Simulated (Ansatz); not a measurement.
System: isobutane, C₄H₁₀, charge 0, multiplicity 1. SMILES: CC(C)C
Geometry: optimised at B3LYP-D3(BJ)/def2-TZVP (Ansatz, a quantum-chemistry and plane-wave program).

Computed values are from Ansatz. Cores are frozen in the correlated levels unless marked. UHF or UKS for open shells. No spin-orbit coupling. Non-relativistic. CBS(X,Y): correlation extrapolated as X^-3; Hartree-Fock from the larger set. The bracket is a focal-point correction in the basis named.

Question: What is the T1 diagnostic at CCSD/cc-pVTZ?

Answer: 0.008.

Question: What is the dipole moment at wB97M-V/def2-TZVPD?

Answer: 0.13 D.

Question: What is the total energy at RI-MP2/CBS(cc-pVTZ,cc-pVQZ)+[CCSD(T)-MP2]/cc-pVTZ?

Answer: -158.2412 Eh.

Question: What is the atomisation energy De at RI-MP2/CBS(cc-pVTZ,cc-pVQZ)+[CCSD(T)-MP2]/cc-pVTZ?

Answer: 5451.3 kJ/mol.
